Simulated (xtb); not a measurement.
# C2HF (fluoroacetylene): GFN2-xTB

Aim: a geometry optimisation of C2HF (fluoroacetylene). 

The results are computed with xtb 6.7.1 later snapshot.

1 further run of the same task is left out (set aside as unsound or not needed).

## Step 1: The molecule

The species is C2HF (4 atoms), meant as a singlet with charge 0. SMILES: `C#CF`. All atoms were displaced at random from a relaxed shape. The run starts from this shape.

Bond lengths: C1–C2 1.195 Å, C2–F3 1.326 Å, C1–H4 0.952 Å. Angles: C1–C2–F3 176.7°, C2–C1–H4 173.2°.

## Step 2: A geometry optimisation at GFN2-xTB

Input file detailed.inp:

```
$opt
   hessian=swart
$end
```

Input file struc.tmol:

```
$coord
     -0.629316594023      0.933071171295     -0.555730658730  c
      0.622475785452     -0.667432369957      0.428816652200  c
      1.901140070419     -2.470476757246      1.610197836271  f
     -1.793520167621      2.077111367144     -1.311375444184  h
$end
```

The run is started by

```
$ xtb struc.tmol --gfn 2 -o normal -I detailed.inp > struc.out
```

What values should one expect? Wanted: total energy at the end; dipole moment; HOMO energy; LUMO energy; HOMO–LUMO gap; dispersion energy; mean polarisability.

**Answer.** As computed:

At GFN2-xTB:

| quantity | value |
| --- | --- |
| total energy at the end | -9.42779 Eh |
| dipole moment | 1.44 D |
| HOMO energy | -11.87 eV |
| LUMO energy | -4.60 eV |
| HOMO–LUMO gap | 7.27 eV |
| dispersion energy | -2.51 kJ/mol |
| mean polarisability (D4 model) | 23.9 bohr³ |

What this shows: At the final geometry: Bond lengths: C1–C2 1.192 Å, C2–F3 1.283 Å, C1–H4 1.046 Å. Angles: C1–C2–F3 180.0°, C2–C1–H4 180.0°. The optimisation took 11 steps and changed the energy by -0.280 eV. Mulliken charges run from -0.14 on F3 to +0.16 on C2.
